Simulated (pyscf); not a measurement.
`[SiH3][O][AsH2]` + `[SiH2]` [singlet] -> `[SiH3][O][SiH2][AsH2]` (insertion; singlet surface; As–O broken, As–Si, O–Si formed). Single points on ωB97X-D3(BJ)/def2-SVP structures (PySCF, gas phase). Energies in kcal/mol from the separated reactants.

| level | barrier | reaction energy |
|---|---|---|
| ωB97X-D3(BJ)/def2-TZVP | -20.9 | -98.7 |
| PBE/def2-TZVP | ___ | ___ |
| r²SCAN/def2-TZVP | -24.0 | -98.2 |
| B3LYP-D3(BJ)/def2-TZVP | -19.5 | -91.9 |
| PBE0-D3(BJ)/def2-TZVP | ___ | -96.5 |
| ωB97M-D3(BJ)/def2-TZVP | -15.9 | -90.6 |

Problem. Complete the blanks.

Solution. 
- PBE/def2-TZVP, barrier: -23.0
- PBE/def2-TZVP, reaction energy: -90.8
- PBE0-D3(BJ)/def2-TZVP, barrier: -22.9

On the reactant side the descent ends in an adduct with a O–Si contact, 24.1 kcal/mol under the separated species and 3.1 kcal/mol under the saddle at ωB97X-D3(BJ)/def2-TZVP. At ωB97X-D3(BJ), PBE, r²SCAN, B3LYP-D3(BJ), PBE0-D3(BJ), ωB97M-D3(BJ) the saddle lies under the separated reactants, which points to a path from their complex (located at ωB97X-D3(BJ) alone). What is counted as formed (O–Si) is already present as a longer contact in the reactant adduct; forming that adduct is a step of its own. From the product side, •H₂Si–O–SiH₃ + AsH₂• lies, by one bond made or cut, 5.3 kcal/mol under this saddle at ωB97M-D3(BJ). H₃Si–O–AsH₂ lies 10.7 kcal/mol over its isomer HO–SiH₂–AsH₂ (electronic energy, ωB97M-D3(BJ)). One saddle was located; it need not be the lowest between these sides. Elements up to Kr have no core potential and no relativistic terms here.
